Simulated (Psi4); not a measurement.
# C6H14 (SMILES CCCC(C)C) at MP2/6-31G(d) (spherical functions)

Aim: the energy change on altering one bond length of C6H14 at MP2/6-31G* (spherical functions), from 2 runs. 

The results are computed with Psi4 1.11.

6 further runs of the same task are left out: 4 that didn't finish, 2 set aside as unsound or not needed.

## 1. The structure to begin with

C6H14 has 20 atoms, charge 0, and is taken as a singlet. As SMILES, `CCCC(C)C`. The shape is that of a PBE0-D4/def2-TZVP optimisation. This is one conformer, not always the lowest.

Some bond lengths: C1–C2 1.519 Å, C2–C3 1.520 Å, C3–C4 1.526 Å, C4–C5 1.522 Å, C4–C6 1.522 Å, C1–H7 1.094 Å, C1–H8 1.092 Å, C1–H9 1.094 Å, C2–H10 1.097 Å, C2–H11 1.095 Å, C3–H12 1.099 Å, C3–H13 1.097 Å, C4–H14 1.099 Å, C5–H15 1.093 Å, C5–H16 1.093 Å, C5–H17 1.095 Å. Some angles: C1–C2–C3 112.6°, C2–C3–C4 115.2°, C3–C4–C5 110.4°, C3–C4–C6 112.3°, C5–C4–C6 110.4°, C1–C2–H10 109.6°, C1–C2–H11 109.2°, C3–C2–H10 109.1°, C3–C2–H11 110.0°, C2–C1–H7 111.1°.

## 2. The energy at MP2/6-31G(d) (spherical functions)

run_ase.py

```python
import numpy as np
from ase.calculators.psi4 import Psi4
from ase import Atoms

atoms = Atoms(['C', 'C', 'C', 'C', 'C', 'C', 'H', 'H', 'H', 'H', 'H', 'H', 'H', 'H', 'H', 'H', 'H', 'H', 'H', 'H'], positions=[
    [2.750970, -0.566330, -0.208710],
    [1.374850, -0.559670, 0.434730],
    [0.378280, 0.298840, -0.327410],
    [-0.996620, 0.431600, 0.321480],
    [-1.848810, 1.435260, -0.441610],
    [-1.716830, -0.905390, 0.427960],
    [2.704860, -0.952450, -1.231030],
    [3.454130, -1.188870, 0.349410],
    [3.167610, 0.443690, -0.258670],
    [1.452040, -0.191580, 1.464880],
    [1.005380, -1.587450, 0.506320],
    [0.253860, -0.102670, -1.342540],
    [0.803900, 1.302400, -0.452210],
    [-0.846950, 0.818340, 1.338990],
    [-2.823670, 1.573390, 0.033130],
    [-1.360380, 2.411580, -0.498700],
    [-2.025140, 1.091720, -1.466160],
    [-1.166140, -1.622840, 1.039420],
    [-2.706540, -0.781900, 0.875180],
    [-1.854780, -1.347670, -0.564450],
])
calc = Psi4(atoms=atoms, method='mp2', basis='6-31G*', memory='2200MB', num_threads=1, charge=0, multiplicity=1, label='psi4-calc', reference='rhf')
calc.psi4.set_options({'puream': True, 'e_convergence': 1e-09, 'd_convergence': 1e-08, 'scf_type': 'pk', 'num_frozen_docc': 6, 'mp2_type': 'conv'})
atoms.calc = calc

print(f'energy: {atoms.get_potential_energy():.6f} eV')
```

Command:

```console
python run_ase.py
```

psi4-calc.dat:

```text
[...]
  Running in c1 symmetry.
[...]
  Nuclear repulsion =  254.738449952934786
[...]
  Multiplicity = 1
[...]
  Nalpha       = 25
  Nbeta        = 25
[...]
    Number of basis functions: 112
[...]
   @RHF iter   1:  -235.19720739803850   -7.54087e-01   4.36728e-03 ADIIS/DIIS
[...]
   @RHF iter  11:  -235.36424477939491   -2.58638e-12   3.50744e-09 DIIS
[...]
    Orbital Energies [Eh]
    ---------------------
    Doubly Occupied:
       1A    -11.217756     2A    -11.211185     3A    -11.208352
       4A    -11.205993     5A    -11.204202     6A    -11.204062
       7A     -1.097584     8A     -1.030766     9A     -0.925934
      10A     -0.918013    11A     -0.810259    12A     -0.759954
      13A     -0.643578    14A     -0.608628    15A     -0.602256
      16A     -0.574225    17A     -0.549300    18A     -0.530561
      19A     -0.526124    20A     -0.508512    21A     -0.489294
      22A     -0.470775    23A     -0.452092    24A     -0.448733
      25A     -0.440192
[...]
  @RHF Final Energy:  -235.36424477939491
   => Energetics <=
    Nuclear Repulsion Energy =            254.7384499529347863
    One-Electron Energy =                -820.9287264148624672
    Two-Electron Energy =                 330.8260316825327436
    Total Energy =                       -235.3642447793948804
[...]
 Multipole Moments:
 ------------------------------------------------------------------------------------
     Multipole            Electronic (a.u.)      Nuclear  (a.u.)        Total (a.u.)
 ------------------------------------------------------------------------------------
 L = 1.  Multiply by 2.5417464519 to convert [e a0] to [Debye]
 Dipole X            :         -0.1456869            0.1519799            0.0062930
 Dipole Y            :          0.3517526           -0.3509340            0.0008186
 Dipole Z            :          0.5787045           -0.5393921            0.0393124
 Magnitude           :                                                    0.0398213
[...]
	SCS-MP2 Total Energy (a.u.)        :  -236.14918992684147
	SOS-MP2 Total Energy (a.u.)        :  -236.14825462326681
	SCSN-MP2 Total Energy (a.u.)       :  -235.68761179578010
[...]
	SOS-PI-MP2 Total Energy (a.u.)     :  -236.20856307279541
[...]
	MP2 Total Energy (a.u.)            :  -236.15106053399074
[...]
```

On the terminal:

```text
energy: -6425.997668 eV
```

Wall time 9.6 s (1 thread of Intel Xeon 6975P-C (Granite Rapids), shared host); peak memory 0.87 GiB.

## 3. The distorted shape at the same level

job.dat

```
memory 2200 MB

molecule {
  0 1
  C      4.95726374    -1.63920135    -0.32364583
  C      2.35677383    -1.62661578     0.89227954
  C      0.47352946    -0.00426700    -0.54795633
  C     -2.12465499     0.24661304     0.67826806
  C     -3.73506069     2.14325556    -0.76376305
  C     -3.48565464    -2.27993189     0.87948610
  H      4.87012847    -2.36886240    -2.25555065
  H      6.28604356    -2.81563145     0.73104811
  H      5.74459923     0.26945983    -0.41805655
  H      2.50264179    -0.93102649     2.83898091
  H      1.65857671    -3.56883849     1.02756504
  H      0.23840974    -0.76301094    -2.46627401
  H      1.51915083     2.46117930    -0.85455305
  H     -1.84181968     0.97744572     2.60108329
  H     -5.57727910     2.40428343     0.13336553
  H     -2.81206176     3.98823297    -0.87164751
  H     -4.06827610     1.49405905    -2.69988195
  H     -2.44500136    -3.63571590     2.03497803
  H     -5.35593548    -2.04656961     1.72460941
  H     -3.74634236    -3.11571996    -0.99589701
  units au
  symmetry c1
  no_reorient
  no_com
}

set {
  puream          true
  e_convergence   1e-09
  d_convergence   1e-08
  scf_type        pk
  num_frozen_docc 6
  mp2_type        conv
}

energy_value, wavefunction = energy("mp2/6-31G*", return_wfn=True)
```

Command:

```console
psi4 job.dat job.out -n 1
```

job.out:

```text
[...]
  Running in c1 symmetry.
[...]
  Nuclear repulsion =  253.433621087080354
[...]
  Multiplicity = 1
[...]
  Nalpha       = 25
  Nbeta        = 25
[...]
    Number of basis functions: 112
[...]
   @RHF iter   1:  -235.15110872656351   -9.00703e-01   4.37703e-03 ADIIS/DIIS
[...]
   @RHF iter  11:  -235.32334000837852   -2.61480e-12   3.79515e-09 DIIS
[...]
    Orbital Energies [Eh]
    ---------------------
    Doubly Occupied:
       1A    -11.246556     2A    -11.222498     3A    -11.216367
       4A    -11.208862     5A    -11.206461     6A    -11.204305
       7A     -1.097359     8A     -1.032677     9A     -0.927676
      10A     -0.911732    11A     -0.810159    12A     -0.755053
      13A     -0.633025    14A     -0.611346    15A     -0.604334
      16A     -0.569448    17A     -0.550522    18A     -0.532497
      19A     -0.526881    20A     -0.500831    21A     -0.486909
      22A     -0.473429    23A     -0.454995    24A     -0.445345
      25A     -0.418556
[...]
  @RHF Final Energy:  -235.32334000837852
   => Energetics <=
    Nuclear Repulsion Energy =            253.4336210870803541
    One-Electron Energy =                -818.2182768015605916
    Two-Electron Energy =                 329.4613157061016864
    Total Energy =                       -235.3233400083785227
[...]
 Multipole Moments:
 ------------------------------------------------------------------------------------
     Multipole            Electronic (a.u.)      Nuclear  (a.u.)        Total (a.u.)
 ------------------------------------------------------------------------------------
 L = 1.  Multiply by 2.5417464519 to convert [e a0] to [Debye]
 Dipole X            :         12.2955107          -12.3739852           -0.0784745
 Dipole Y            :         26.4327184          -26.6115995           -0.1788811
 Dipole Z            :         -5.3350512            5.4177805            0.0827294
 Magnitude           :                                                    0.2121340
[...]
	SCS-MP2 Total Energy (a.u.)        :  -236.11343687827980
	SOS-MP2 Total Energy (a.u.)        :  -236.05207150761242
	SCSN-MP2 Total Energy (a.u.)       :  -235.64734916550236
[...]
	SOS-PI-MP2 Total Energy (a.u.)     :  -236.17352675748475
[...]
	MP2 Total Energy (a.u.)            :  -236.11471236974231
[...]
```

It took 9.6 s on 1 thread of Intel Xeon 6975P-C (Granite Rapids), shared host; peak memory 0.86 GiB.

## 4. Results

Level: MP2/6-31G* (spherical functions), 6 core orbitals frozen.

```
                                                          quantity          value
                                         first shape: total energy  -236.15106 Eh
                  first shape: HOMO energy (Hartree–Fock orbitals)      -11.98 eV
                  first shape: LUMO energy (Hartree–Fock orbitals)        6.13 eV
                first shape: HOMO–LUMO gap (Hartree–Fock orbitals)       18.11 eV
          first shape: correlation energy (6 core orbitals frozen)     -786.8 mEh
                                     distorted shape: total energy  -236.11471 Eh
              distorted shape: HOMO energy (Hartree–Fock orbitals)      -11.39 eV
              distorted shape: LUMO energy (Hartree–Fock orbitals)        5.56 eV
            distorted shape: HOMO–LUMO gap (Hartree–Fock orbitals)       16.95 eV
      distorted shape: correlation energy (6 core orbitals frozen)     -791.4 mEh
energy change with the C3–H13 bond stretched from 1.097 to 1.426 Å       0.989 eV
```

What this shows: With the C3–H13 bond stretched from 1.097 to 1.426 Å the energy rises by 0.99 eV (95.4 kJ/mol). The first shape isn't relaxed at this level, so the change isn't measured from a minimum.
